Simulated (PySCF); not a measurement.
Gas-phase reaction: 2 BF₃.H₂O + 2 FO → 2 BF(OH)₂ + 3 F₂

Energies from PySCF (xtb for GFN2), thermal terms from the rigid-rotor harmonic-oscillator model, ideal gas at 1 bar. † marks an energy on the PBE0/def2-TZVP geometry and frequencies; other levels use their own. MP2 freezes the core. Open shells (unrestricted): FO (multiplicity 2); the rest are closed-shell singlets. GFN2 has no spin-polarisation term. Spin-orbit splitting is ignored; it lowers the true energy and changes the entropy of FO. B3LYP is the form with VWN-RPA correlation. Adducts (BF₃.H₂O) have no counterpoise correction, and HF, PBE, BLYP, B3LYP and PBE0 lack dispersion. BF₃.H₂O, BF(OH)₂: computed as isolated molecules; such fragments, hydroxides, amides, oligomers or adducts are transient or little studied in the gas. MP2 isn't extrapolated to the basis-set limit.

| level | ΔH°(298 K), kJ |
|---|---|
| B3LYP/def2-TZVP† | 506 |
| BLYP/def2-TZVP† | 462 |
| GFN2-xTB | ___ |
| HF/def2-TZVP† | ___ |
| M06-2X/def2-TZVP† | 541 |
| MP2/def2-SVP† | 521 |
| PBE0/def2-QZVP† | ___ |
| PBE0/def2-SVP† | 557 |
| r2SCAN/def2-TZVP† | ___ |

Q: What belongs in the gaps?

A: 
- GFN2-xTB, ΔH°(298 K), kJ: 26
- HF/def2-TZVP†, ΔH°(298 K), kJ: 733
- PBE0/def2-QZVP†, ΔH°(298 K), kJ: 522
- r2SCAN/def2-TZVP†, ΔH°(298 K), kJ: 534
